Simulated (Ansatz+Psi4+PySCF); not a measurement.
The numbers below are computed, except where a source is named.
## Psi4 1.11 run

```
molecule {
0 3
Si -0.004760 0.008110 0.091450
H 0.001690 1.274030 -0.673700
H 0.001460 -1.280730 -0.668460
}

basis {
assign H cc-pVTZ
assign Si cc-pV(T+d)Z
}
set reference rohf
set scf_type pk
energy('scf')
```

The input is written out from the run's settings.

The run gave:

```yaml
Converged: yes
Total_energy: -290.02298 hartree
Spin_squared_of_the_determinant: 2.000
Occupied_orbitals_by_symmetry_in_an_Abelian_subgroup_alpha;_beta: 7 Ap 2 App; 6 Ap 1 App
```

Caution: another spin multiplicity may lie lower.
